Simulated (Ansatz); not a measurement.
`CC(Cl)CCCl` + H–F → `CC(Cl)CF` + `CCl`  (substitution at a C–C bond)

Isolated molecules relaxed with PBE0-D4/def2-TZVP in Ansatz; ΔE leaves out vibrations. CCSD(T)/CBS is the MP2 limit (def2-TZVPP, def2-QZVPP) plus CCSD(T) − MP2 in def2-TZVPP, frozen cores. This one scheme is used for every species. Functionals use def2-TZVPP. B3LYP here is the variant with VWN-RPA as its local correlation; programs differ in this. Each species was taken in one conformer, which may not be the lowest.

CCSD(T)/CBS gives +56.3 kJ/mol.

(1) Another level gave +40.2 kJ/mol. Which?
A. B3LYP/def2-TZVPP
B. PBE0-D4/def2-TZVPP
C. HF/def2-TZVPP
D. LC-ωPBE/def2-TZVPP

Largest T1 diagnostic among the species: 0.010.

Results:

(1) D. LC-ωPBE 40.2, PBE0-D4 47.7, B3LYP 28.0, HF/def2-TZVPP 22.4 kJ/mol.

In def2-TZVPP, CCSD(T) changes the Hartree–Fock value by +29.6 kJ/mol (the triples alone add +3.4 kJ/mol) and MP2 by +41.5 kJ/mol. From r2SCAN to r2SCAN0 (25 % exact exchange), in def2-TZVPP and without D4, ΔE moves by +4.1 kJ/mol.
